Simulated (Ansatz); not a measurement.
# Sc (model structure, started from the diamond type, Fd-3m, No. 227, 2 atoms in the cell)

All values below come from PBEsol in Ansatz (plane waves, PAW).

Settings: plane-wave cutoff 500 eV, 20×20×20 k mesh, Fermi–Dirac smearing 0.1 eV, scalar-relativistic PAW data made under PBE.

Cell (relaxed at this level):

Space group Fd-3m, origin choice 1 (No. 227); a = b = c = 6.2941 Å, α = β = γ = 90.00°

```
atom  site  symmetry       x       y       z
----  ----  --------  ------  ------  ------
Sc      8a      -43m  0.0000  0.0000  0.0000
```
(The calculation used a cell of 2 atoms; values per cell refer to that cell.)

* **band gap**: zero (no gap)

Note: the relaxation could raise the start's symmetry but not lower it, so the cell can be a saddle point.

The computed numbers hold no vibrational or temperature effects.

Computing time: roughly 110 core-seconds.

A model structure was made by putting elements into a prototype or built by hand; it is no filed structure, need not be a known phase, and can be a saddle point held by its symmetry.

Ansatz is an electronic-structure program.
